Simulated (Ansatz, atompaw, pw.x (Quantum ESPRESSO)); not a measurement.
## From atom to crystal: PAW (atompaw) potential for Hf

Hf, PAW, made with atompaw 4.2.0.5 (PBEsol, scalar-relativistic). Core [Kr] 4d10 4f14, reference 5s2 5p6 5d2 6s1.75 6p0.25. Waves: 5s (bound): rc 1.25 bohr; 6s (bound): rc 2.70 bohr; 5p (bound): rc 1.90 bohr; 6p (bound): rc 2.70 bohr; 5d (bound): rc 1.80 bohr; 5d channel at 0.15 Ry: rc 1.80 bohr. Local part: troulliermartins scheme with l = 3 at 0 Ry, radius 2.70 bohr. Core correction: smooth core density matched at 2.25 bohr. Augmentation charge: besselshape compensation charge, radius 2.35 bohr; PAW radius 2.70 bohr; waves and projectors: custom rrkj vanderbiltortho.

Atomic tests: cutoffs needed: 30 Ry and 55 Ry (the cutoffs (Ry, on a coarse ladder) from which the occupation-weighted sum of valence levels, in a spherical-Bessel basis at the reference potential, stays within 10 and 1 mRy of its value at 400 Ry); ghost test: no extra level below or beside the all-electron valence levels (s, p, d, f tested) (spherical-Bessel basis up to 400 Ry, 20 bohr box); lowest eigenvalue of the overlap operator: 0.26 (s channel).

Crystal test: bcc Hf in pw.x 7.5, no spin, 13³ k-points, Fermi–Dirac smearing 0.01 Ry, cutoffs 70/700 Ry. The lattice is a test structure that the element need not adopt, and mesh and smearing are coarse.

pw.x input:

```
&control
  calculation='scf', prefix='x', pseudo_dir='./', outdir='./tmp', tstress=.true., disk_io='none'
/
&system
  ibrav=0, nat=1, ntyp=1, ecutwfc=70, ecutrho=700, nbnd=14,
  occupations='smearing', smearing='fd', degauss=0.01
/
&electrons
  conv_thr=1e-09, mixing_beta=0.4, electron_maxstep=70
/
ATOMIC_SPECIES
Hf 1.0 Hf.UPF
CELL_PARAMETERS angstrom
  -1.74816133 1.74816133 1.74816133
  1.74816133 -1.74816133 1.74816133
  1.74816133 1.74816133 -1.74816133
ATOMIC_POSITIONS crystal
Hf 0.0000 0.0000 0.0000
K_POINTS automatic
13 13 13 0 0 0
```

```bash
pw.x < Hf.scf.in > Hf.scf.out
```

Task: How does the run end?

Result: It converges; the pressure is 1.00 GPa against 0.10 GPa from all-electron LAPW.  The log shows:

```
     iteration #  1     ecut=    70.00 Ry     beta= 0.40
     total energy              =    -687.12060212 Ry
     estimated scf accuracy    <       0.01932469 Ry
     iteration #  2     ecut=    70.00 Ry     beta= 0.40
     total energy              =    -687.12008354 Ry
     estimated scf accuracy    <       0.00328035 Ry
     iteration #  3     ecut=    70.00 Ry     beta= 0.40
     total energy              =    -687.12053435 Ry
     estimated scf accuracy    <       0.00012061 Ry
     iteration #  4     ecut=    70.00 Ry     beta= 0.40
     total energy              =    -687.12055669 Ry
     estimated scf accuracy    <       0.00000255 Ry
     iteration #  5     ecut=    70.00 Ry     beta= 0.40
     total energy              =    -687.12055751 Ry
     estimated scf accuracy    <       0.00000266 Ry
     iteration #  6     ecut=    70.00 Ry     beta= 0.40
     total energy              =    -687.12055785 Ry
     estimated scf accuracy    <       0.00000003 Ry
     iteration #  7     ecut=    70.00 Ry     beta= 0.40
     total energy              =    -687.12055786 Ry
     estimated scf accuracy    <          7.7E-09 Ry
     iteration #  8     ecut=    70.00 Ry     beta= 0.40
     total energy              =    -687.12055785 Ry
     estimated scf accuracy    <          3.9E-09 Ry
     iteration #  9     ecut=    70.00 Ry     beta= 0.40
     the Fermi energy is    14.5480 ev
!    total energy              =    -687.12055785 Ry
     estimated scf accuracy    <          5.3E-12 Ry
     smearing contrib. (-TS)   =      -0.00820900 Ry
     The total energy is F=E-TS. E is the sum of the following terms:
     one-electron contribution =     -14.43671982 Ry
     hartree contribution      =      15.47237722 Ry
     xc contribution           =     -12.98895738 Ry
     ewald contribution        =     -79.31622494 Ry
     one-center paw contrib.   =    -595.84282394 Ry
     convergence has been achieved in   9 iterations
          total   stress  (Ry/bohr**3)                   (kbar)     P=        9.96
     Message from routine punch:
     Nothing written, as per user request (disk_io='none')
```
